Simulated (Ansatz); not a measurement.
Working through the interaction energy of a dimer with the counterpoise correction of CHF, SMILES [CH]F

Program: Ansatz's Python interface.

The cells in order, each with its output:

In [1]:
```python
import ansatz

BASIS = 'cc-pVDZ'
LEVEL = 'MP2'
```

In [2]:
```python
FIRST = [
    ('C', (-0.1281, -0.3592, -0.1064)),
    ('F', (0.9696, -0.0113, 0.5302)),
    ('H', (-0.8415, 0.3705, -0.4238)),
]
SECOND = [
    ('C', (-2.1691, 2.3902, -1.1601)),
    ('F', (-3.1975, 1.5694, -1.1754)),
    ('H', (-1.7086, 2.721, -2.066)),
]

def energy(atoms, ghosts=()):
    molecule = ansatz.Crystal.molecule()
    for symbol, xyz in atoms:
        molecule = molecule.atom(symbol, xyz)
    calc = (
        molecule.calculation()
        .basis(gaussian=BASIS)
        .correlation(LEVEL)
    )
    deck = calc.input()
    if ghosts:
        deck = deck.set(ansatz.key.basis.gaussian.ghost_atoms, [{'symbol': s, 'position_ang': list(xyz)} for s, xyz in ghosts])
    return ansatz.Session.from_dict(deck).plan().execute().report['free_energy_ev']
```

In [3]:
```python
both = energy(FIRST + SECOND)
alone = energy(FIRST) + energy(SECOND)
ghosted = energy(FIRST, SECOND) + energy(SECOND, FIRST)
print(f'dimer {both:.6f} eV')
print(f'interaction, uncorrected   {23.060548 * (both - alone):8.3f} kcal/mol')
print(f'interaction, counterpoise  {23.060548 * (both - ghosted):8.3f} kcal/mol')
print(f'basis-set superposition    {23.060548 * (alone - ghosted):8.3f} kcal/mol')
```
```text
dimer -7512.767672 eV
interaction, uncorrected     -0.443 kcal/mol
interaction, counterpoise     0.661 kcal/mol
basis-set superposition       1.104 kcal/mol
```

Uncorrected it is -0.443 kcal/mol, with the counterpoise correction 0.661 kcal/mol; the difference, 1.10 kcal/mol, is the superposition error. The sign changes with the correction, so this basis doesn't settle it.

Caveats:
- Total energies depend on the basis set; only differences at equal settings carry meaning.
- The dimer is a generated trial pose of unrelaxed monomers, not a minimum, so the figure is no binding energy, and the basis set is small.
- Finished in 1.4 s on 1 thread of Intel(R) Xeon(R) 6975P-C (Granite Rapids) (shared host), peak memory 0.16 GiB.
